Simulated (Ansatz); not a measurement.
hcp Re was calculated with r²SCAN (PAW; Ansatz, a first-principles code).

Output (set-up and result lines):

```
Relaxation: its limit of steps is 80 (relax.max_steps)
Crystal: 2 atoms, lattice volume = 28.219 Å³
Basis set: ecut = 560 eV, 845 PW (Γ), exchange–correlation on 72×72×108 points (27 copies of the dense FFT grid, shifted against one another)
Bands: 19, of which v1, the nominal top of the filled ones, is band 15 counted from 1 (14 counted from 0)
Symmetry: 24 space group operations
Space group: P63/mmc (ITA 194), of the structure as read, at distance tolerance 3.0e-5 Å
k-points: 427 of 6912
Functional: x = r2scan, c = r2scan; τ floored in thin density (d = 2e-4 eV/Å³)
SCF iter   1: F=—  HF=-21761.524198 eV  |F-HF|=—  |Δ(HF+E_count)|=         —  Δρ=1.01e-2  dr2=1.33e-2  dr2_τ=1.89e-1
SCF iter   2: F=—  HF=-21761.567992 eV  |F-HF|=—  |Δ(HF+E_count)|=   4.38e-2  Δρ=6.02e-3  dr2=4.30e-3  dr2_τ=5.35e-4
  ...
SCF 1 converged in 6 iterations: F = -21761.571366 eV  dr2 = 2.15e-9
Crystal: 2 atoms, lattice volume = 28.219 Å³
Initial density: handed on by an earlier stage of this run
SCF 2 converged in 4 iterations: F = -21761.571366 eV  dr2 = 1.37e-11
Crystal: 2 atoms, lattice volume = 28.219 Å³
SCF 3 converged in 5 iterations: F = -21761.571366 eV  dr2 = 2.42e-13
Crystal: 2 atoms, lattice volume = 28.219 Å³
SCF iter   3: F=—  HF=-21761.571366 eV  |F-HF|=—  |Δ(HF+E_count)|=    0.00e0  Δρ=1.46e-7  dr2=5.43e-12  dr2_τ=2.52e-12
SCF iter   4: F=-21761.571366 eV  HF=-21761.571366 eV  |F-HF|=0.00e0  |Δ(HF+E_count)|=  3.64e-12  Δρ=2.75e-8  dr2=1.79e-13  dr2_τ=1.30e-13
SCF 4 converged in 4 iterations: F = -21761.571366 eV  dr2 = 1.79e-13
SCF converged after 4 iterations
Free energy (F): -21761.571366 eV
Internal energy: -21761.559886 eV  (E = F + TS)
E sigma→0 (E₀):  -21761.565626 eV
Fermi energy:    24.984417 eV
--- Forces (eV/Å), atoms counted from 1 ---
  atom   1  Re    -0.00000000     0.00000000    -0.00000000
  atom   2  Re     0.00000000    -0.00000000     0.00000000
--- Stress (GPa, compression-positive) ---
       17.330889       0.000000      -0.000000
        0.000000      17.330889      -0.000000
       -0.000000      -0.000000      17.330666
  P = ⅓ Tr σ = 17.3308 GPa (173.308 kbar)
```

Task: Write an input file that could have produced this run (the log leaves some choices open).

Result: One answer among several that fit: 
Ansatz 0.2 input:
```yaml
crystal:
  lattice:
    - [1.3605357193, -2.3565169913, 0.0]
    - [1.3605357193, 2.3565169913, 0.0]
    - [0.0, 0.0, 4.4007571308]
  atoms:
    - { symbol: Re, position: [0.3333333333, 0.6666666667, 0.25] }
    - { symbol: Re, position: [0.6666666667, 0.3333333333, 0.75] }
basis:
  ecutwfc: 560
  ecutrho_ratio: 4
  xc_grid: 3
kpoints:
  mp_grid: { grid: [24, 24, 12] }
hamiltonian:
  xc: r2scan
  dispersion: none
  pseudopotentials: { kind: paw }
scf:
  occupations: { method: fermi_dirac, width: 0.05 }
output:
  forces: true
  stress: true
  eigenvalues: true
relax:
  f_tol: 0.004
  escape_saddle: false
  max_steps: 80
  cell: { stress_tol: 0.02, fix: [volume] }
```

The cell is one volume of an energy–volume scan, off the minimum.

The PAW data were made under PBE.

The result took roughly 80 core-seconds.
